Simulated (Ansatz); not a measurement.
# F2P: the cost of one run

Computed with Ansatz 0.2.0, Gaussian basis. Level: def2-QZVPP, core rule «outside noble gas», up to 7 orbitals frozen.

The runs, in order: UHF; ROHF; CCSD(T) on UHF.

**1. The geometry**

The geometry is a PBE0/def2-TZVP stationary point (not a proven minimum) of the parent state, kept for this charge and spin.

3 atoms, charge 0, spin multiplicity 6.

Atoms are counted from 1 here; the program's logs count them from 0.

Bond lengths: F1–P2 1.636 Å, P2–F3 1.636 Å. Angles: F1–P2–F3 180.0°.

**2. UHF**

Input file in.yaml:

```yaml
crystal:
  periodic: [false, false, false]
  atoms:
    - {symbol: F, position_ang: [0.000000, 0.000000, 1.635900]}
    - {symbol: P, position_ang: [0.000000, 0.000000, 0.000000]}
    - {symbol: F, position_ang: [0.000000, 0.000000, -1.635900]}
basis:
  gaussian: {orbitals: "def2-QZVPP.json"}
magnetization: {spin_polarized: true, initial_magnetization: 5}
hamiltonian: {xc: hf}
output: {orbitals: {seedname: orbitals}}
```

On the command line:

```
ansatz run in.yaml --threads 1 --pin off --events-out ev --progress --plain --max-ram 2393MiB
```

What time and memory should one allow on 1 thread of Arm Neoverse V2, shared host?

About 15 s, with a peak of 0.34 GiB.
